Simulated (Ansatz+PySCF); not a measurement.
**singlet O₂: levels of theory in one basis**

| atom | x (Å) | y (Å) | z (Å) |
| --- | --- | --- | --- |
| O | 0.0000 | 0.0000 | -0.5941 |
| O | 0.0000 | 0.0000 | 0.5941 |

Basis set: STO-3G (spherical functions). Left uncorrelated: 2 orbitals. Charge 0, multiplicity 1.

Computed with Ansatz (development build ahead of 0.2.0); each method stands on the lowest determinant of its kind that the runs found. NEVPT2 correlates all electrons. Active spaces start from the frontier orbitals, and the lowest solution found is given.

```json
{"method": "RHF", "E − E(RHF) (eV)": "0.00", "<S²> of the determinant": "0.00"}
{"method": "UHF", "E − E(RHF) (eV)": "-1.64", "<S²> of the determinant": "1.00"}
{"method": "UHF-MP2", "E − E(RHF) (eV)": "-3.42", "<S²> of the determinant": "1.00"}
{"method": "RHF-CCSD", "E − E(RHF) (eV)": "-3.78", "<S²> of the determinant": "–"}
{"method": "RHF-CCSD(T)", "E − E(RHF) (eV)": "-3.86", "<S²> of the determinant": "–"}
{"method": "UHF-CCSD(T)", "E − E(RHF) (eV)": "-4.89", "<S²> of the determinant": "1.00"}
{"method": "RHF-CCSDT(Q)", "E − E(RHF) (eV)": "-4.06", "<S²> of the determinant": "–"}
{"method": "UHF-CCSDT(Q)", "E − E(RHF) (eV)": "-5.13", "<S²> of the determinant": "1.00"}
{"method": "full CI (lowest root of this spin)", "E − E(RHF) (eV)": "-4.05", "<S²> of the determinant": "–"}
{"method": "CASSCF(12,8)", "E − E(RHF) (eV)": "-4.06", "<S²> of the determinant": "–"}
{"method": "SC-NEVPT2(12,8)", "E − E(RHF) (eV)": "-4.06", "<S²> of the determinant": "–"}
```

Problem. What does RHF-MP2 give on the same scale?

Solution. -3.24 eV.

Unrestricted totals that lie under full CI have fallen onto a higher spin multiplicity.

Problem. Is a single determinant a sound starting point here?

Solution. It is doubtful. Unrestricted orbitals lower Hartree–Fock by 1.64 eV and <S²> is 1.00 where a pure state has 0.00, a sign of strong static correlation. The CASSCF(12,8) natural occupations are 2.00, 2.00, 1.97, 1.94, 1.94, 1.06, 1.06, 0.04.

Caution: another spin multiplicity may lie lower. Caution for RHF, RHF-MP2, RHF-CCSD, RHF-CCSD(T), RHF-CCSDT(Q): an unrestricted determinant lies well below. Caution for UHF, UHF-MP2, UHF-CCSD(T), UHF-CCSDT(Q): the unrestricted determinant is a mixture of spin states; the determinant breaks the point group. Caution for RHF-MP2, UHF-MP2, RHF-CCSD, RHF-CCSD(T), UHF-CCSD(T), RHF-CCSDT(Q), UHF-CCSDT(Q): large amplitudes, a single reference is doubtful. Caution for RHF-CCSD(T), UHF-CCSD(T): the program doubts this total. Caution for RHF-CCSDT(Q), UHF-CCSDT(Q): the amplitudes may be one of several solutions.
